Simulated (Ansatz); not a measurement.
# AlH3: the cost of one run

All numbers below are computed with Ansatz 0.2.0 (RKS PBE-D4/def2-SVP).

**1. The structure to begin with**

Bond lengths: Al1–H2 1.560 Å, Al1–H3 1.560 Å, Al1–H4 1.560 Å. Angles: H2–Al1–H3 120.0°, H2–Al1–H4 120.0°, H3–Al1–H4 120.0°.

As a file:

```xyz
4

Al    0.0000    0.0000    0.0000
H     0.0000    0.0000    1.5600
H     1.3510    0.0000   -0.7800
H    -1.3510    0.0000   -0.7800
```

**2. Preparing the start**

Input file input.yaml:

```yaml
crystal:
  periodic: [false, false, false]
  atoms:
    - { symbol: Al, position_ang: [0.0, 0.0, 0.0] }
    - { symbol: H, position_ang: [0.0, 0.0, 1.56] }
    - { symbol: H, position_ang: [1.351, 0.0, -0.78] }
    - { symbol: H, position_ang: [-1.351, 0.0, -0.78] }
basis:
  gaussian: { orbitals: def2-SVP }
hamiltonian:
  xc: pbe
  dispersion: d4
relax:
  f_tol: 0.02
  max_steps: 40
```

Launch:

```
ansatz run input.yaml --threads 1 --pin off --max-ram 2048MiB --backend cpu --events-out ev --progress --plain --runs-dir out
```

What time and memory should one allow on 1 thread of Arm Neoverse V2, shared host?

About 1.5 s, with a peak of 0.081 GiB.
